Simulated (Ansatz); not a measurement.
A made-up structure of CH2NSi (charge +1), singlet:

| atom | x (Å) | y (Å) | z (Å) |
| --- | --- | --- | --- |
| C1 | 0.0329 | -0.2143 | 0.1233 |
| N2 | -0.7600 | -1.0372 | 0.1876 |
| Si3 | 1.5509 | 1.0645 | 0.1504 |
| H4 | -0.4400 | -0.2450 | 1.0714 |
| H5 | 0.6472 | 1.9389 | -0.6949 |

It is relaxed with PBE-D4/def2-SVP and then PBE0-D4/def2-TZVP (Ansatz 0.2.0). Atoms count as bonded within 1.22 times the sum of their covalent radii (H–H: 0.88 Å). The end point is not checked to be a true minimum.

Problem. Does its bonding change? (A judgement: the text doesn't fix the answer.)

Solution. By the calculation: Yes. Formed: none; broken: C1–H4.

Where it ends: The first stage lowers the energy by 3.11 eV in 17 steps. It ends as CH₂NSi ([NH][C][SiH]), total charge +1:
```
5
angstrom
C 0.2318 0.1680 0.3767
N -0.4879 -0.6658 0.6886
Si 1.6039 1.5633 0.0448
H -1.1326 -1.3977 0.9473
H 0.8158 1.8391 -1.2196
```

Labels in which every atom is bracketed show which atoms are joined, not bond orders.

For scale, one of the runs: PBE0-D4/def2-TZVP relaxation, 111 basis functions, launched by `ansatz run in.yaml --threads 2 --pin off --events-out ev --progress --plain --max-ram 4352MiB`. The run took about 9 s on 2 CPU threads of an Arm Neoverse V2 (shared host).
